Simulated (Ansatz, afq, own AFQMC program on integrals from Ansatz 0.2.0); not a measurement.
Two steps: Ansatz 0.2.0 writes the Fock matrix and Cholesky factors of the valence space, and afq projects on them the lowest state that overlaps trial and start.

```yaml
crystal:
  periodic: [false, false, false]
  atoms:
    - {symbol: Ge, position_ang: [0.000000, 0.000000, 1.853506]}
    - {symbol: B, position_ang: [0.000000, 0.000000, -0.332494]}
    - {symbol: H, position_ang: [0.000000, 0.000000, -1.521013]}
basis:
  gaussian: {orbitals: cc-pVDZ}
magnetization: {spin_polarized: true, initial_magnetization: 2}
correlation: {method: ccsd_t, electrons: outside_noble_gas, hamiltonian_folder: ham}
```

```sh
$ ansatz run in.yaml --threads 1 --pin off --events-out ev --progress --plain --max-ram 1382MiB
```

afq runs on the folder ham with

```
--method phaseless --trial cisd --walkers 60 --populations 1 --least-time 40 --time-step 0.005 --steps-per-block 50 --equilibration-blocks 28 --max-blocks 300 --target-error 0.00034 --factor-cut 1e-05 --start spin_pure --seed 7776 --release-times 0.24,0.51,0.99,1.62,2.4 --release-step 0.03 --release-every 4 --taylor-order 6
```

Times are imaginary, in 1/Eh. The walk had a cap of 630 s. Filled inner d shells are frozen with the cores.

Output of the walk:

```
orbitals 31  electrons 5 3  factors 231 of 506
reference energy -2100.50073807 Eh
CCSD correlation -0.15921048 Eh in 12 cycles, weight of the determinant in the CISD state 0.8708
energy of the start -2100.659586 Eh
 block  time / (1/Eh)  mean weight  energy / Eh
     1     0.250  0.9995  -2100.658297
     2     0.500  0.9991  -2100.659440
     3     0.750  1.0012  -2100.659835
     4     1.000  0.9995  -2100.660930
     5     1.250  1.0004  -2100.661388
     8     2.000  0.9997  -2100.664075
    17     4.250  0.9995  -2100.665186
    41    10.250  1.0004  -2100.668265
    65    16.250  0.9987  -2100.668881
    89    22.250  1.0005  -2100.669987
   113    28.250  1.0003  -2100.668942
   137    34.250  0.9997  -2100.667329
   161    40.250  1.0001  -2100.664413
   169    42.250  1.0016  -2100.663781
   185    46.250  0.9999  -2100.666729
   209    52.250  1.0000  -2100.674074
   233    58.250  0.9994  -2100.668410
   257    64.250  1.0001  -2100.670003
   281    70.250  1.0025  -2100.667688
   305    76.250  0.9998  -2100.667998
   313    78.250  0.9985  -2100.674758
   321    80.250  0.9989  -2100.668510
blocks merged  error / Eh  count
     1  0.000204  300
     2  0.000260  150
     4  0.000330  75
     8  0.000401  37
    16  0.000438  18
    32  0.000437  9
released: time / (1/Eh)  energy / Eh  error  mean overlap
  0.24  -2100.667714  0.000445  1.0051
  0.51  -2100.667888  0.000382  1.0059
  0.99  -2100.668339  0.000446  0.9972
  1.62  -2100.668668  0.000367  0.9914
  2.40  -2100.668795  0.000529  0.9923
energy -2100.668109 +/- 0.000438 Eh
(rows thinned)
```

The run passed its tests (sampling time, drift between the halves within three errors, error under three times the target), which doesn't prove that it has relaxed.

Against this walk (error 11.9 meV) on the same determinant: CCSD(T) 31.5 meV higher, CCSDT(Q) 28.1 meV lower. The error is statistical and leaves out the bias of the constraint. Released to 2.40 1/Eh the energy moves by -19 ± 19 meV (both errors), within twice the noise.

Cautions: constraint bias not in the error; error above the target (11.9 against 9.3 meV); no relativity below Rb; no spin-orbit coupling; inner d shell frozen; lower spins were not checked.

The walk took 4.7 min on 1 thread of Arm Neoverse V1, on a shared host. The log's last line is the phaseless energy.

CCSDT and higher add their correlation energy to the determinant of the CCSD(T) run, since their own runs factorise the integrals more tightly (a shift of under 2 meV). A walk keeps the symmetry of its determinant, which the program's search chose and which needn't be the lowest solution, so a lower state of the same spin and another symmetry isn't excluded.
